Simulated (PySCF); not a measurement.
## Spin-rotation constants: `C[C@@H]1C[C@@H]1CF`, C5H9F

Cartesian coordinates in Å; atom numbers follow the order of the lines, from 1:
```xyz
15

C     1.536   -0.748   -0.134
C     0.787    0.560   -0.150
C     0.101    1.049    1.088
C    -0.719    0.616   -0.094
C    -1.552   -0.642   -0.052
F    -1.119   -1.580   -0.965
H     1.098   -1.444    0.577
H     1.518   -1.210   -1.119
H     2.574   -0.575    0.148
H     1.256    1.310   -0.777
H     0.110    0.401    1.952
H     0.129    2.100    1.333
H    -1.174    1.407   -0.678
H    -1.497   -1.132    0.927
H    -2.597   -0.433   -0.298
```

Computed with GIAO B3LYP/pcSseg-1 magnetisability, rotational g tensor and spin-rotation constants, non-relativistic, gas phase in PySCF 2.14.0. Geometry: GFN2-xTB, dihedral held. The dihedral C2–C4–C5–F6 is held at 315°.

Problem. Give the nuclear spin-rotation constants along the inertial axes (H = +C I·J) beside the isotropic shieldings.

Solution. Rotational constants 5.1212, 3.1063, 2.2226 GHz. A star marks the isotopologue with that one atom substituted, in its own axes.
| atom | isotope | Caa (kHz) | Cbb (kHz) | Ccc (kHz) | mean (kHz) | σ (ppm) |
| --- | --- | --- | --- | --- | --- | --- |
| F6 | 19F | 0.589 | 2.077 | 0.698 | 1.121 | 408.7 |
| H7 | 1H | -0.475 | -0.338 | -0.016 | -0.276 | 31.3 |
| H8 | 1H | -0.307 | -0.195 | -0.128 | -0.210 | 29.8 |
| H9 | 1H | -0.026 | -0.240 | -0.237 | -0.168 | 30.2 |
| H10 | 1H | -0.387 | -0.330 | -0.044 | -0.254 | 30.8 |
| H11 | 1H | -0.587 | -0.374 | 0.024 | -0.312 | 31.8 |
| H12 | 1H | -0.227 | -0.172 | -0.238 | -0.213 | 31.0 |
| H13 | 1H | -0.549 | -0.224 | -0.048 | -0.274 | 30.7 |
| H14 | 1H | -0.517 | -0.341 | 0.156 | -0.234 | 27.3 |
| H15 | 1H | -0.141 | -0.063 | -0.171 | -0.125 | 26.4 |
| C1 | 13C* | 0.836 | 0.446 | 0.332 | 0.538 | 161.5 |
| C2 | 13C* | 0.693 | 0.567 | 0.271 | 0.510 | 165.5 |
| C3 | 13C* | 0.841 | 0.487 | 0.288 | 0.539 | 162.6 |
| C4 | 13C* | 0.884 | 0.450 | 0.297 | 0.544 | 163.1 |
| C5 | 13C* | 1.394 | 0.679 | 0.645 | 0.906 | 89.4 |

For the geometry as given, no vibrational averaging.
